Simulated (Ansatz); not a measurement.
Geometry optimisation, RKS BLYP/def2-TZVP in Ansatz 0.2.0.

The input (input.yaml):

```yaml
crystal:
  periodic: [false, false, false]
  atoms:
    - { symbol: Al, position_ang: [0.012535, -0.41691, -0.479961] }
    - { symbol: Cl, position_ang: [-0.009629, -0.095036, 2.933964] }
    - { symbol: H, position_ang: [1.398268, 0.318729, -0.627451] }
    - { symbol: H, position_ang: [-1.389665, 0.112618, -0.992901] }
    - { symbol: O, position_ang: [0.113463, -2.032922, 0.216701] }
    - { symbol: H, position_ang: [-0.675441, -2.593427, 0.225921] }
    - { symbol: H, position_ang: [0.24007, -1.231452, 2.268026] }
basis:
  gaussian: { orbitals: def2-TZVP }
hamiltonian:
  xc: blyp
relax:
  f_tol: 0.03
  max_steps: 50
```

Launched with:

```bash
$ ansatz run input.yaml --threads 4 --pin off --max-ram 5120MiB --backend cpu --events-out ev --progress --plain --runs-dir out
```

Problem. Where does it end, and by what steps?

Solution. It converged. After 26 steps the energy has fallen by 0.887 eV; H7 moved furthest, 1.13 Å. Parted: Cl2–H7 (1.34 → 2.70 Å). Joined: Al1–Cl2 (3.43 → 2.18 Å), O5–H7 (2.21 → 0.98 Å).

```csv
step,energy less start (eV),largest force component (eV/Å),accepted
0,0.0000,0.723,yes
1,-0.0341,0.231,yes
2,-0.0300,0.168,no
3,-0.0421,0.105,yes
4,-0.0409,0.179,no
5,-0.0431,0.060,yes
6,-0.0432,0.103,yes
7,-0.0436,0.046,yes
8,-0.0447,0.119,yes
9,-0.0466,0.120,yes
10,-0.0478,0.139,yes
11,-0.0497,0.050,yes
12,-0.0493,0.094,no
13,-0.0509,0.040,yes
14,-0.0518,0.148,yes
15,-0.0544,0.201,yes
16,-0.0697,0.614,yes
17,-0.1131,0.499,yes
18,-0.3446,1.095,yes
19,-0.3961,4.857,yes
20,-0.6696,0.545,yes
21,-0.8004,0.565,yes
22,-0.8621,0.615,yes
23,-0.8702,0.577,yes
24,-0.8828,0.180,yes
25,-0.8849,0.206,yes
26,-0.8869,0.024,yes
```

```xyz
7
Properties=species:S:1:pos:R:3
Al 0.054 -0.033 0.143
Cl -0.026 0.509 2.255
H 1.431 0.259 -0.575
H -1.337 -0.009 -0.628
O 0.118 -2.034 0.571
H -0.645 -2.537 0.228
H 0.094 -2.093 1.550
```

Whether the end is a true minimum wasn't checked by a vibrational analysis.

Time of the run: 23 s on 4 threads of AMD EPYC 7B13 (Zen 3), with other jobs on the host, peak memory 0.23 GiB.
